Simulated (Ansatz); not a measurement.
# BHOSi: the cost of one run

Method: def2-TZVPP, core rule «outside noble gas», up to 7 orbitals frozen; program: Ansatz 0.2.0, Gaussian basis.

The runs, in order: UHF; ROHF; CCSD(T) on UHF.

2 further runs of the same task are left out: 2 set aside as unsound or not needed.

## 1. The system

The geometry is a PBE0/def2-TZVP stationary point (not a proven minimum) of the parent state, kept for this charge and spin.

4 atoms, charge 1, spin multiplicity 2.

Atoms are counted from 1 here; the program's logs count them from 0.

Bond lengths: O1–B2 1.283 Å, O1–Si3 1.900 Å, B2–Si3 2.089 Å, B2–H4 1.185 Å. Angles: B2–O1–Si3 79.4°, O1–B2–Si3 63.4°, O1–B2–H4 146.8°, Si3–B2–H4 149.8°, O1–Si3–B2 37.1°.

## 2. UHF

Contents of in.yaml:

```yaml
crystal:
  periodic: [false, false, false]
  atoms:
    - {symbol: O, position_ang: [0.000000, -0.676845, 0.785054]}
    - {symbol: B, position_ang: [0.000000, 0.567200, 1.099112]}
    - {symbol: Si, position_ang: [0.000000, 0.118108, -0.941049]}
    - {symbol: H, position_ang: [0.000000, 1.369113, 1.971283]}
basis:
  gaussian: {orbitals: def2-TZVPP}
total_charge: 1
magnetization: {spin_polarized: true, initial_magnetization: 1}
hamiltonian: {xc: hf}
output: {orbitals: {seedname: orbitals}}
```

The run is started by

```console
ansatz run in.yaml --threads 1 --pin off --events-out ev --progress --plain --max-ram 4096MiB --backend cpu
```

What time and memory should one allow on 1 thread of AMD EPYC 7R13, shared host?

About 5.5 s, with a peak of 0.27 GiB.
